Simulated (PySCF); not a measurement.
# SiO: magnetic properties

An exercise on one series of results from a longer session: the logs are not shown, and one member is left open.

Programs: PySCF 2.14.0, with routines of our own; each step states its level. All values are computed. Atoms count from 0.

### The system as given

2 atoms, charge 0, multiplicity 1; geometry from: GFN2-xTB.

The first run:

What the job is given:

```
{"job": {"xc": "PBE0", "basis": "def2-SVP", "d3": "d3bj", "grid": 1, "kind": "geom"}, "charge": 0, "multiplicity": 1}
O      0.755657    -0.002996    -0.002716
Si    -0.752900     0.004264    -0.011432
```

The run is started by

```
> OMP_NUM_THREADS=1 python excited_run.py task.json out
```

One launch serves the whole session: the jobs run in the order shown.

Among the steps run: Geometry optimisation at PBE0-D3(BJ)/def2-SVP; Magnetic properties: GIAO revPBE/aug-pcSseg-2; Magnetic properties: GIAO PW91/aug-pcSseg-2; Magnetic properties: GIAO B3LYP/aug-pcSseg-2; Magnetic properties: GIAO X3LYP/aug-pcSseg-2; Magnetic properties: GIAO PBE0/aug-pcSseg-2; Magnetic properties: GIAO mPW1PW91/aug-pcSseg-2; Magnetic properties: GIAO B97-2/aug-pcSseg-2; Magnetic properties: GIAO BHandHLYP/aug-pcSseg-2; Magnetic properties: GIAO HSE06/aug-pcSseg-2; Magnetic properties: GIAO CAM-B3LYP/aug-pcSseg-2; Magnetic properties: GIAO wB97X/aug-pcSseg-2; Magnetic properties: GIAO wB97X-D/aug-pcSseg-2.

One of the session's tables, all rows but one given; the rest of the session is left out.

| level | gap (eV) |
| --- | --- |
| GIAO revPBE/aug-pcSseg-2 | 4.55 |
| GIAO PW91/aug-pcSseg-2 | 4.56 |
| GIAO B3LYP/aug-pcSseg-2 | 6.30 |
| GIAO X3LYP/aug-pcSseg-2 | 6.45 |
| GIAO PBE0/aug-pcSseg-2 | 6.73 |
| GIAO mPW1PW91/aug-pcSseg-2 | 6.74 |
| GIAO B97-2/aug-pcSseg-2 | 6.42 |
| GIAO BHandHLYP/aug-pcSseg-2 | ? |
| GIAO HSE06/aug-pcSseg-2 | 5.95 |
| GIAO CAM-B3LYP/aug-pcSseg-2 | 9.16 |
| GIAO wB97X/aug-pcSseg-2 | 11.16 |
| GIAO wB97X-D/aug-pcSseg-2 | 10.35 |

Q: Estimate the row for GIAO BHandHLYP/aug-pcSseg-2 from the others.

**Answer.** gap (eV): 8.80. In the column «gap (eV)» it lies between GIAO mPW1PW91/aug-pcSseg-2 (6.74) and GIAO CAM-B3LYP/aug-pcSseg-2 (9.16).

Caveats from the session: Vibrational averaging and real surroundings are missing from these values.
